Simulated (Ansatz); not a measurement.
Compare A (`N#CCF`) with its isomer B (`N=C=CF`).

Computed with Ansatz on PBE0-D4/def2-TZVP structures; ΔE is electronic, products minus reactants. CCSD(T)/CBS is the MP2 limit (def2-TZVPP, def2-QZVPP) plus CCSD(T) − MP2 in def2-TZVPP, frozen cores. Functionals use def2-TZVPP. B3LYP here is the variant with VWN-RPA as its local correlation; programs differ in this. Each species was taken in one conformer, which may not be the lowest.

A:

```xyz
6

N     0.673   -0.835    1.843
C     0.313   -0.390    0.848
C    -0.134    0.146   -0.435
F    -0.716    1.374   -0.271
H    -0.861   -0.539   -0.880
H     0.725    0.244   -1.105
```

B:

```xyz
6

N     1.453   -0.261   -0.642
C     0.332   -0.096   -0.186
C    -0.914   -0.029    0.210
F    -1.709    0.994   -0.151
H     2.206    0.156   -0.092
H    -1.366   -0.764    0.860
```

(1) Which isomer does CCSD(T)/CBS put lower? Give the gap. (An estimate is asked.)

(2) Give E(B) − E(A) in kcal/mol with ωB97M-V, LDA (SPW92), B3LYP-D4, HF/def2-TZVPP, r2SCAN-D4, CCSD(T)/def2-SVP, B3LYP. (Estimate.)

(3) Does the order hold for the free energy at 298.15 K (harmonic terms from PBE0-D4)? (Estimate.)

Largest T1 diagnostic: 0.014.

## Answers

(1) The calculation gave: A, by 30.3 kcal/mol.

(2) Computed: ωB97M-V 28.0, LDA (SPW92) 18.3, B3LYP-D4 25.4, HF/def2-TZVPP 34.8, r2SCAN-D4 24.2, CCSD(T)/def2-SVP 32.9, B3LYP 25.5. None reverses the order clearly.

(3) Computed: Yes: G(B) − G(A) = +29.6 kcal/mol, for one conformer each.

From PBE to PBE0 (25 % exact exchange), in def2-TZVPP and without D4, E(B) − E(A) moves by +2.8 kcal/mol. At CCSD(T), def2-SVP lies +2.6 kcal/mol from the extrapolated value and def2-TZVPP +1.1 kcal/mol.
